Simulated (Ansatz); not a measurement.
**Hafnium, hcp: convergence with Methfessel-Paxton smearing**

Computed with Ansatz, PBE, scalar-relativistic PAW, on the relaxed cell (a = 3.205 Å, c = 5.074 Å (c/a = 1.583); spin not included). Errors count from a run at 420 eV on a Γ-centred 19×19×10 mesh with Fermi-Dirac smearing of 0.1 eV, extrapolated to zero width. Fixed here: cutoff 420 eV, mesh 11×11×6. The SCF starts from atomic densities corrected by a trained network.

```tsv
width (eV)	E(σ→0) error (meV/atom)	F error (meV/atom)	P (GPa)	SCF iterations
0.01	1.1	1.1	0.25	6
0.03	1.0	1.0	0.20	6
0.1	0.7	0.5	0.10	6
0.2	-0.2	-0.1	0.00	6
0.3	-0.3	0.7	-0.09	6
0.6	3.2	11.4	-0.32	6
1.0	22.7	33.1	-0.29	7
```
